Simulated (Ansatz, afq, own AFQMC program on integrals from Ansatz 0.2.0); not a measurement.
AFQMC on a folder of integrals that Ansatz 0.2.0 wrote.

```yaml
crystal:
  periodic: [false, false, false]
  atoms:
    - {symbol: Si, position_ang: [0.000000, -0.122073, 0.533276]}
    - {symbol: N, position_ang: [0.000000, 0.188076, -1.030483]}
    - {symbol: H, position_ang: [0.000000, 1.172580, 1.320024]}
    - {symbol: H, position_ang: [0.000000, -0.384678, -1.859409]}
basis:
  gaussian: {orbitals: cc-pVDZ}
magnetization: {spin_polarized: false, initial_magnetization: 3}
correlation: {method: ccsd_t, electrons: outside_noble_gas, hamiltonian_folder: ham}
```

```sh
$ ansatz run in.yaml --threads 1 --pin off --events-out ev --progress --plain --max-ram 1843MiB
```

afq runs on the folder ham with

```
--method phaseless --trial cisd --walkers 60 --populations 1 --least-time 40 --time-step 0.005 --steps-per-block 50 --equilibration-blocks 28 --max-blocks 300 --target-error 0.0004 --factor-cut 1e-05 --start spin_pure --seed 3173 --release-times 0.24,0.51,0.99,1.62,2.4 --release-step 0.03 --release-every 4 --taylor-order 6
```

Times are imaginary, in 1/Eh. The walk had a cap of 1161 s.

Log:

```
orbitals 36  electrons 7 4  factors 275 of 407
reference energy -344.38904820 Eh
CCSD correlation -0.22957790 Eh in 11 cycles, weight of the determinant in the CISD state 0.8928
energy of the start -344.618626 Eh
 block  time / (1/Eh)  mean weight  energy / Eh
     1     0.250  0.9997  -344.615877
     2     0.500  1.0016  -344.617671
     3     0.750  1.0006  -344.620799
     4     1.000  1.0030  -344.622717
     5     1.250  1.0009  -344.626088
     9     2.250  1.0018  -344.619246
    21     5.250  0.9986  -344.625863
    41    10.250  0.9999  -344.634364
    61    15.250  1.0007  -344.621486
    81    20.250  1.0007  -344.630141
   101    25.250  1.0000  -344.618887
   121    30.250  0.9997  -344.622869
   141    35.250  1.0003  -344.621498
   161    40.250  1.0014  -344.621030
   181    45.250  0.9984  -344.625301
   201    50.250  0.9994  -344.625901
   221    55.250  1.0013  -344.628071
   236    59.000  1.0002  -344.625993
blocks merged  error / Eh  count
     1  0.000297  210
     2  0.000337  105
     4  0.000376  52
     8  0.000386  26
    16  0.000414  13
released: time / (1/Eh)  energy / Eh  error  mean overlap
  0.24  -344.624555  0.000394  1.0009
  0.51  -344.624907  0.000496  1.0066
  0.99  -344.625184  0.000425  0.9955
  1.62  -344.625099  0.000488  1.0223
  2.40  -344.625332  0.000586  0.9874
energy -344.624320 +/- 0.000386 Eh
(rows thinned)
```

The run passed its tests (sampling time, drift between the halves within three errors, error under three times the target), which doesn't prove that it has relaxed.

Against this walk (error 10.5 meV) on the same determinant: CCSD(T) 11.2 meV higher (within the noise), CCSDT(Q) 23.3 meV lower. The error is statistical and leaves out the bias of the constraint. Released to 2.40 1/Eh the energy moves by -28 ± 19 meV (both errors), within twice the noise.

Cautions: constraint bias not in the error; another spin lies lower (by 3.53 eV).

The walk took 6 min on 1 thread of Arm Neoverse V2, with other jobs on the host. The log's last line is the phaseless energy.

CCSDT and higher add their correlation energy to the determinant of the CCSD(T) run, since their own runs factorise the integrals more tightly (a shift of under 2 meV). A walk keeps the symmetry of its determinant, which the program's search chose and which needn't be the lowest solution, so a lower state of the same spin and another symmetry isn't excluded.
